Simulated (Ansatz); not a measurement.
C2H5FS (`CC(F)S`), one more setting.

```yaml
crystal:
  periodic: [false, false, false]
  atoms:
    - {symbol: C, position_ang: [0.242632, 0.549454, -0.668705]}
    - {symbol: C, position_ang: [0.299944, -0.689269, 0.269788]}
    - {symbol: F, position_ang: [1.390183, -0.535052, 0.802220]}
    - {symbol: S, position_ang: [-1.398205, -0.936288, 1.158084]}
    - {symbol: H, position_ang: [-0.669591, 0.529326, -1.342871]}
    - {symbol: H, position_ang: [0.285988, 1.375806, -0.073888]}
    - {symbol: H, position_ang: [1.136458, 0.855071, -1.341468]}
    - {symbol: H, position_ang: [0.273075, -1.589381, -0.391791]}
    - {symbol: H, position_ang: [-1.299006, 0.208187, 1.565378]}
basis:
  gaussian: {orbitals: def2-TZVPPP}
total_charge: 1
magnetization: {spin_polarized: true, initial_magnetization: 1}
hamiltonian: {xc: {name: B3LYP}, dispersion: d3bjatm}
```

```sh
$ ansatz run in.yaml --threads 2 --pin off --events-out ev --progress --plain --max-ram 4352MiB
```

Shortened log:

```
Error: <dir> can't be read: No such file or directory (os error 2)
```
